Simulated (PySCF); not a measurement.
## Basis-set dependence of BH at CCSD

PySCF, RHF reference; singlet, unpaired electrons none; De to B + H without counterpoise correction. Frozen cores follow the default of each basis and core potential.

```tsv
basis	relativity	functions	Re (Å)	ωe (cm⁻¹)	De (eV)	frozen orbitals
cc-pVDZ	no relativity	19	1.255	2351	3.42	1
def2-SVPD	no relativity	28	1.242	2399	3.51	1
cc-pVTZ	no relativity	44	1.234	2361	3.59	1
def2-TZVPP	no relativity	45	1.233	2371	3.60	1
def2-TZVPPD	no relativity	54	1.233	2367	3.60	1
```

Task: How does each smaller set differ from the one with most functions, def2-TZVPPD?

Result: cc-pVDZ: +2.2 pm, -0.7 % in ωe, -0.18 eV in De; def2-SVPD: +0.9 pm, +1.4 % in ωe, -0.09 eV in De; cc-pVTZ: +0.1 pm, -0.3 % in ωe, -0.01 eV in De; def2-TZVPP: +0.0 pm, +0.2 % in ωe, +0.00 eV in De. All at CCSD; the set with most functions is neither the basis-set limit nor always the best.

Measured (Huber and Herzberg, Constants of Diatomic Molecules (1979)): Re = 1.2324 Å, ωe = 2366.9 cm⁻¹. Correlated steps freeze 1 core orbital. Correlated levels converge slowly with the basis: in double zeta they bind strong bonds too weakly, by up to about 1 eV, and carry superposition errors of some tenths. Where the molecule has an RHF reference, its open-shell atoms are computed with UHF.
